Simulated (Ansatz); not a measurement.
Computed against measured: atomisation enthalpy at 298 K

6 molecules of light elements (H to F); the atomisation enthalpy at 298 K in kJ/mol, computed less measured. Shapes, held fixed at every level: PBE0-D4/def2-TZVP. Flexible molecules stand in one conformer, not always the lowest. Thermal terms are harmonic and unscaled (PBE0-D4/def2-TZVP); the spin-orbit lowering of the free atoms is taken from their spectra. Programs: Ansatz 0.2.0. Measured values: Active Thermochemical Tables, NIST-JANAF tables.

Levels: A = PBE/STO-3G; B = r2SCAN-D4/def2-TZVPP; C = CAM-B3LYP/def2-TZVPP; D = MP2/def2-SVP.

```
                    molecule  from tabulated heats     A    B    C     D
     NOF (nitrosyl fluoride)                   867   +37  +38  +24   -37
    B(OH)O (oxoborinic acid)                  1847  +161   -2   -7   -17
      CHFO (formyl fluoride)                  1646  +115   +9   +3   -20
    H2O2 (hydrogen peroxide)                  1070   +74   -9   -6   -96
CH3O (hydroxymethyl radical)                  1636  +233  +15  +13   -85
        H3NO (hydroxylamine)                  1419   +81  -17  +10  -133
```

Q: Which level does best on this set, which worst, and which err to one side?

A: 
```tsv
level	kind	mean error	mean absolute error	worst case
PBE/STO-3G	GGA	+116.8	116.8	CH3O
r2SCAN-D4/def2-TZVPP	meta-GGA	+5.7	15.0	NOF
CAM-B3LYP/def2-TZVPP	range-separated hybrid	+6.2	10.5	NOF
MP2/def2-SVP	perturbation theory	-64.7	64.7	H3NO
```

On this set CAM-B3LYP/def2-TZVPP has the smallest mean absolute error and PBE/STO-3G the largest. PBE/STO-3G is too high in 6 of 6; MP2/def2-SVP is too low in 6 of 6. Heats of the atoms come from ATcT where it has them, that of boron, 570 kJ/mol, from recent work. The levels differ in basis as well as in method. The tabulated values of NOF, B(OH)O are in doubt (older tables, estimates, or at odds with other calculations) and kept here. Over the 4 molecules whose values aren't doubted the mean absolute errors are A 125.8; B 12.5; C 8.0; D 83.5. For PBE/STO-3G the error tends to grow with the atomisation enthalpy. Correlated wave functions converge slowly with the basis. Open shells run unrestricted. The set is small.
